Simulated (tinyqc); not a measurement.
The basis set: RHF and MP2 along a ladder of basis sets, for LiH, spin multiplicity 1. Computed by the program tinyqc with PySCF. Same geometry throughout; the dipole is taken about the origin.

Geometry (angstrom):
```
atom,x,y,z
Li,0.0000,0.0000,0.0000
H,0.0000,0.0000,1.5510
```

RHF and frozen-core MP2 in a ladder of bases:
```
basis,functions,E(RHF) (hartree),E(MP2 corr) (hartree),HOMO (eV),LUMO (eV),dipole (debye)
sto-3g,6,-7.86306,-0.01231,-7.875,2.140,4.847
3-21g,11,-7.92879,-0.01238,-8.199,0.116,5.800
6-31g,11,-7.97850,-0.01225,-8.248,0.281,5.840
cc-pvdz,19,-7.98310,-0.02249,-8.242,0.067,5.847
cc-pvtz,44,-7.98623,-0.02728,-8.264,0.021,5.875
```

Estimate the missing row, basis = 6-31g**.

Computed row:
```
basis    functions  E(RHF) (hartree)  E(MP2 corr) (hartree)  HOMO (eV)  LUMO (eV)  dipole (debye)
6-31g**         19          -7.98047               -0.02037     -8.232      0.284           5.799
```

From cc-pVDZ to cc-pVTZ the RHF energy falls by 3.1 mhartree and the correlation energy by 4.8. If valence correlation converges as X^-3, (27 E(T) - 8 E(D))/19 gives -0.0293 hartree, a rough estimate from such small X that usually falls short; STO-3G holds about 42 % of it. Beyond STO-3G the LUMO moves by 0.3 eV and the HOMO by 0.1 eV.
